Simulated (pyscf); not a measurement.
Elementary routes open to H₃Si–AsH₂ + water (H₂O) in the gas phase (singlet surface):
A. HO–SiH₂–AsH₂ + hydrogen (H₂) (H–Si, H–O broken; O–Si, H–H formed)
B. HO–AsH–SiH₃ + hydrogen (H₂) (As–H, H–O broken; As–O, H–H formed)

Optimised with ωB97X-D3(BJ)/def2-SVP in PySCF.

Q: Rank the routes by free-energy barrier at 1200 K, lowest first, for ωB97M-D3(BJ)/def2-TZVP energies (ideal gas, 1 atm, RRHO with modes under 100 cm⁻¹ raised to 100, one conformer, R ln 2 for chiral ones without a mode under 150 cm⁻¹).

A: A (76.8 kcal/mol), B (102.6 kcal/mol)

Route A is the fastest of these, ahead of the next by 25.8 kcal/mol. The most stable products are those of A (ΔG = -13.3 kcal/mol), so kinetics and thermodynamics agree. At 298 K A is still the fastest. Only these routes are compared; each barrier is that of the saddle found, and lower ones may exist. Elements up to Kr have no core potential and no relativistic terms here.
